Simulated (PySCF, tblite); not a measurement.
**CHBrO, a complex of two parts: NMR shifts, interaction energy, infrared bands, spin-spin couplings and core binding energies**

The task here is to estimate one member of a computed series from the others.

Computed with tblite 0.8.0 and PySCF 2.14.0; each step states its level. No surroundings beyond the atoms listed, unless a continuum is named. Atoms count from 0, parts from 1.

## The system as given

4 atoms, charge 0, multiplicity 1; geometry: rigid parts in contact. Parts: 1 = atoms 0–1, `Br`, charge 0; 2 = atoms 2–3, `[C-]#[O+]`, charge 0.

The first run:

Job settings and geometry (Å):

```
{"job": {"kind": "dock", "xc": "GFN2-xTB", "basis": "xTB"}, "charge": 0, "multiplicity": 1, "parts": [{"atoms": "0-1", "charge": 0, "multiplicity": 1}, {"atoms": "2-3", "charge": 0, "multiplicity": 1}]}
Br     0.700607    -0.014006     0.003162
H     -0.700607     0.014006    -0.003162
C     -1.247665    -0.938072    -1.896216
O     -0.905833    -1.519659    -2.799420
```

Method: GFN2-xTB search for minima from random contacts, gas phase.

Command:

```bash
$ OMP_NUM_THREADS=1 python cluster_run.py task.json out
```

This one command runs all jobs of the session in turn.

Steps of the session up to this table: Search for minima with GFN2-xTB; Relaxing the molecule at PBE0-D3(BJ)/def2-TZVPD; Shielding tensors: PBE0/pcSseg-2; Coupled-cluster interaction energy: CCSD(T) and MP2.

One of the session's tables, all rows but one given; the rest of the session is left out.

It belongs to the step «Coupled-cluster interaction energy: CCSD(T) and MP2». 

```
                 method  interaction energy (kcal/mol)
         HF/aug-cc-pVDZ                           0.25
        MP2/aug-cc-pVDZ                          -1.66
       CCSD/aug-cc-pVDZ                          -1.00
    CCSD(T)/aug-cc-pVDZ                          -1.24
         HF/aug-cc-pVQZ                              ?
        MP2/aug-cc-pVQZ                          -2.04
    SCS-MP2/aug-cc-pVQZ                          -1.54
      MP2, extrapolated                          -2.11
CCSD(T), limit estimate                          -1.70
```

Estimate the missing values for HF/aug-cc-pVQZ.

**Answer.** interaction energy (kcal/mol): 0.27. In the column «interaction energy (kcal/mol)» it is the highest.
